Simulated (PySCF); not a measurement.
Compound: BClH3N.
Z-matrix (Å and degrees, GFN2-xTB geometry), rows numbered from 1:
```
N 
B   1  1.3810
Cl  2  1.7230  1  118.47
H   1  1.0053  2  123.68  3   179.92
H   1  1.0072  2  123.13  3    -0.08
H   2  1.1697  1  121.54  3  -179.94
```

Jobs on this species (6 atoms, 32 electrons) with PySCF (density fitting). Hardware of each: one thread, Arm Neoverse N1 (aarch64), shared host. Times come from a shared host and carry two figures at best. Peak memory is the resident size of the whole Python process, interpreter and libraries included.

| level and settings | work | basis functions | SCF cycles | wall time | peak memory |
| --- | --- | --- | --- | --- | --- |
| delta-SCF UKS SCAN, pcX-2 on the ionised atom, pcseg-1 elsewhere, spin-free X2C | ΔSCF core ionisation, 4 holes | 103 | ? | ? | ? |
| wB97X-D/def2-SVPD | 8 singlets by full TDDFT, 3 Tamm–Dancoff triplets, polarisability, density and orbital grids written | 91 | 12 | 8.4 s | 0.37 GiB |
| PBE0/pcSseg-1 | shieldings, charges and field gradients, density and orbital grids written | 73 | 12 | 7.5 s | 0.32 GiB |

Task: Fill in the missing figures.

Result: 
- delta-SCF UKS SCAN, pcX-2 on the ionised atom, pcseg-1 elsewhere, spin-free X2C; ΔSCF core ionisation, 4 holes: 12 s, 0.37 GiB, 57 SCF cycles

Task: What do all jobs in the table cost together?

Result: About 28 s; the longest takes about 43 % of that, and about 1.6 times as long as the shortest.
